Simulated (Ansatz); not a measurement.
Two members of one family (Series BH2X), computed with Ansatz in the gas phase. The two geometries come from different levels. A negative affinity means that the extra electron isn't bound at that geometry and level; within about 0.2 eV of zero the sign isn't settled. Binding counts from free atoms in the multiplicity of their measured ground term, without zero-point energy. A dash marks a value that wasn't run or was left out as unsound. The structures are stationary points that may keep the symmetry of their start. Remarks come from the PBE and PBE0 runs and from stability tests at other levels; not every state was tested. A HOMO above zero means that the electron is unbound at that level and held by the basis, or that self-interaction error raises the level; the energy of removing that electron tells which.

First: BH2(vinyl) (singlet, charge 0, r2SCAN-D4/def2-TZVP geometry).

Cartesian coordinates in Å:
```
B 0.148 -0.221 -1.260
H -0.461 -0.264 -2.289
H 1.324 -0.446 -1.265
C -0.535 0.114 0.073
C 0.168 0.153 1.216
H -1.602 0.328 0.131
H 1.236 -0.052 1.214
H -0.278 0.387 2.180
```

```csv
level,HOMO (eV),LUMO (eV),gap (eV),vertical EA (eV),binding per atom (eV)
PBE-D4/def2-TZVPD,-7.48,-3.12,4.36,0.33,4.07
r2SCAN-D4/def2-TZVP,-7.63,-2.82,4.81,–,4.02
B3LYP-D4/6-31G,-8.00,-1.93,6.07,–,3.99
PBE0-D4/def2-TZVPD,-8.50,-2.11,6.38,0.25,4.03
CAM-B3LYP-D4/def2-TZVP,-9.78,-0.97,8.81,–,4.03
```

Remarks: HOMO above zero (-1 doublet).

Second: BH2(CH2SiH3) (singlet, charge 0, PBE0-D4/def2-TZVP geometry).

```xyz
10

B     0.2011    1.2988   -0.7891
H     0.1803    2.2980   -0.1271
H    -0.3130    1.3145   -1.8715
C     0.7943    0.0021   -0.2264
Si   -0.6104   -0.8956    0.6777
H     1.1311   -0.7163   -0.9798
H     1.5619    0.1421    0.5416
H    -1.1423   -0.0648    1.7889
H    -1.7231   -1.2147   -0.2547
H    -0.0801   -2.1640    1.2405
```

Problem. Estimate how these quantities change from the first to the second (second minus first).

Solution. 
```tsv
level	Δ HOMO (eV)	Δ LUMO (eV)	Δ gap (eV)	Δ vertical EA (eV)	Δ binding per atom (eV)
PBE-D4/def2-TZVPD	-0.19	0.76	0.95	-0.38	-0.60
r2SCAN-D4/def2-TZVP	-0.37	0.86	1.23	–	-0.53
B3LYP-D4/6-31G	-0.70	0.79	1.49	–	-0.61
PBE0-D4/def2-TZVPD	-0.55	0.72	1.27	-0.46	-0.56
CAM-B3LYP-D4/def2-TZVP	-0.64	0.68	1.32	–	-0.53
```

Remarks: HOMO above zero (-1 doublet).
